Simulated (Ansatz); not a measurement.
Species: C₄H₄S, charge 0, singlet. C4H4S (thiophene, SMILES c1ccsc1).
B3LYP-D3(BJ)/def2-TZVP minimum from Ansatz (a first-principles code):
```
C
C 1 1.3651
H 2 1.0774 1 128.21
H 1 1.0803 2 123.42 3 0.00
C 1 1.4223 4 124.03 2 180.00
C 5 1.3651 1 112.56 4 -180.00
H 6 1.0774 5 128.21 1 -180.00
H 5 1.0803 6 123.42 7 0.00
S 6 1.7182 7 120.29 5 -180.00
```
Charge 0, spin multiplicity 1.

Total energies in cc-pV(D+d)Z, 26 correlated electrons, 9 frozen orbitals. Radicals and triplets start from unrestricted determinants; spin-orbit coupling is neglected. Correlated methods leave the cores frozen. No relativity. The restricted determinant of C4H4S (c1ccsc1, singlet) is unstable towards broken spin symmetry in at least one set run.

```csv
method,program,energy (Eh),minus CCSDT(Q) (mEh)
HF,Ansatz,-551.32709,730.53
MP2,Ansatz,-551.98998,67.64
CCSD,Ansatz,-552.02386,33.76
CCSD(T),Ansatz,-552.05461,3.00
CCSDT(Q),Ansatz,-552.05762,0.00
```

Rough core times of Ansatz's runs on a shared machine: CCSD(T) under 20 s, CCSDT(Q) 20 min.
